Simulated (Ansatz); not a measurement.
# S5 ([S5]2-): the cost of one run

Program: Ansatz 0.2.0, Gaussian basis. Level of theory: the settings change from run to run. These are calculated values, not measurements.

**1. The geometry**

An earlier PBE-D4/def2-SVPD relaxation fixed the geometry.

5 atoms, charge -2, spin multiplicity 1.

Atoms are counted from 1 here; the program's logs count them from 0.

Bond lengths: S1–S2 2.089 Å, S2–S3 2.168 Å, S3–S4 2.167 Å, S4–S5 2.089 Å. Angles: S1–S2–S3 114.9°, S2–S3–S4 118.8°, S3–S4–S5 114.9°.

As a file:

```xyz
5
charge -2, multiplicity 1
S     1.16266   -1.99488    2.30632
S     0.58032   -1.74577    0.31544
S    -1.02236   -0.31901    0.00565
S    -0.51862    1.76426   -0.31587
S    -0.20200    2.29540   -2.31153
```

**2. r2SCAN/def2-TZVPD**

This run has multiplicity 3, coordinates scaled by 1.25.

in.yaml

```yaml
crystal:
  periodic: [false, false, false]
  atoms:
    - {symbol: S, position_ang: [1.453327, -2.493596, 2.882894]}
    - {symbol: S, position_ang: [0.725403, -2.182215, 0.394295]}
    - {symbol: S, position_ang: [-1.277953, -0.398762, 0.007058]}
    - {symbol: S, position_ang: [-0.648276, 2.205322, -0.394837]}
    - {symbol: S, position_ang: [-0.252500, 2.869250, -2.889411]}
basis:
  gaussian: {orbitals: def2-TZVPD}
total_charge: -2
magnetization: {spin_polarized: true, initial_magnetization: 2}
hamiltonian: {xc: {name: r2SCAN}}
scf: {omitted_lower_state_checks: [starts]}
```

Launch:

```sh
> ansatz run in.yaml --threads 4 --pin off --events-out ev --progress --plain --max-ram 3916MiB
```

Q: Estimate wall time and peak memory on 4 threads of Arm Neoverse V1, shared host.

About 34 s, with a peak of 0.8 GiB.
